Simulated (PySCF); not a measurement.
C2H4O2, SMILES COC=O (connectivity only; charge and spin as stated), charge +1, multiplicity 2.

Geometry: B3LYP-D3(BJ)/def2-SVP. The spin state was assumed, not searched. One conformer was computed; it need not be the lowest.

These are TDA-PBE/def2-SVPD (PySCF 2.14.0) values and carry that method's errors.

Vertical excitations. Isolated molecule, no solvent.

List the lowest excited states. (Estimate from the structure and the level; the computed values follow.)


```
state    energy (eV)  λ (nm)      f                                main pairs
-------  -----------  ------  -----  ----------------------------------------
root 1          0.52    2366  0.000                          β HOMO→LUMO 99 %
root 2          0.88    1404  0.001                        β HOMO−1→LUMO 99 %
root 3          2.30     539  0.000                        β HOMO−2→LUMO 99 %
root 4          2.59     479  0.001                        β HOMO−3→LUMO 99 %
root 5          4.87     255  0.000                        β HOMO−4→LUMO 99 %
root 6          5.23     237  0.000                        β HOMO−5→LUMO 99 %
root 7          5.57     222  0.000      α HOMO→LUMO 49 %, β HOMO→LUMO+1 49 %
root 8          6.05     205  0.009       α HOMO→LUMO 5 %, β HOMO−6→LUMO 85 %
root 9          6.05     205  0.000  α HOMO−1→LUMO 56 %, β HOMO−1→LUMO+1 43 %
root 10         6.38     194  0.000  α HOMO−1→LUMO 44 %, β HOMO−1→LUMO+1 55 %
```
Unrestricted roots are not spin-pure.
